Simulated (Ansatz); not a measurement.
## Heat of formation of C3H7N (cyclopropylamine) from total energies

C3H7N has 11 atoms, charge 0, and is taken as a singlet. SMILES: `NC1CC1`. Geometry: relaxed at PBE0-D4/def2-TZVP. This is one conformer, not always the lowest.

```csv
atom,x (Å),y (Å),z (Å)
N,-1.1413,0.9226,-0.4393
C,0.1638,0.4898,-0.0377
C,0.2304,-0.6358,0.9445
C,0.5952,-0.8682,-0.4913
H,-1.1164,1.3511,-1.3562
H,-1.5142,1.6046,0.2094
H,0.9548,1.2359,0.0425
H,1.0209,-0.6273,1.6844
H,-0.7177,-1.0335,1.2834
H,1.6374,-1.0202,-0.7423
H,-0.1128,-1.4189,-1.0974
```

Total energies at BHLYP/6-31G* (spherical functions) (Ansatz 0.2.0); the atoms run unrestricted:

```tsv
species	state	energy (Eh)
C3H7N	singlet	-173.125363
N	quartet	-54.571554
C	triplet	-37.834540
H	doublet	-0.496834
```

Harmonic wavenumbers at PBE0-D4/def2-TZVP, in cm⁻¹: 269, 402, 411, 775, 811, 845, 848, 919, 1022, 1057, 1071, 1132, 1186, 1196, 1256, 1271, 1414, 1448, 1506, 1658, 3088, 3153, 3158, 3238, 3251, 3524, 3604.

Measured heats of formation of the gaseous atoms at 298.15 K, in kJ/mol: N 472.4, C 716.9, H 218.0. Take 1 Eh = 2625.50 kJ/mol, 1 cm⁻¹ = 0.0119627 kJ/mol, RT = 2.479 kJ/mol.

Q: Work out the heat of formation of the gas at 298 K.

A: 
1. Electronic atomisation energy: (-54.571554) + 3 × (-37.834540) + 7 × (-0.496834) − (-173.125363) = 1.572351 Eh = 4128.2 kJ/mol.
2. Zero-point energy: half the sum of the wavenumbers, 21756.5 cm⁻¹ = 260.3 kJ/mol.
3. Thermal vibrational enthalpy, Σ hcν̃/(exp(hcν̃/kT) − 1): 4.2 kJ/mol. Translation, rotation and pV of a non-linear molecule: 4 RT = 9.9 kJ/mol.
4. The 11 free atoms carry 5/2 RT each: 68.2 kJ/mol.
5. Spin-orbit coupling lowers the free atoms by 3 × 0.02 = 0.1 kJ/mol.
6. Atomisation enthalpy at 298 K: 4128.2 − 0.1 − 260.3 − 4.2 − 9.9 + 68.2 = 3921.9 kJ/mol.
7. Sum of the atoms' heats of formation: 4149.1 kJ/mol. Heat of formation: 4149.1 − 3921.9 = +227.2 kJ/mol.

The tabulated value is +77.0 kJ/mol (CRC Handbook of Chemistry and Physics), so this level is off by +150.2 kJ/mol, or 3.7 % of the atomisation enthalpy. Hybrids with much exact exchange underbind. Anharmonicity and any spin-orbit splitting of the molecule are left out.
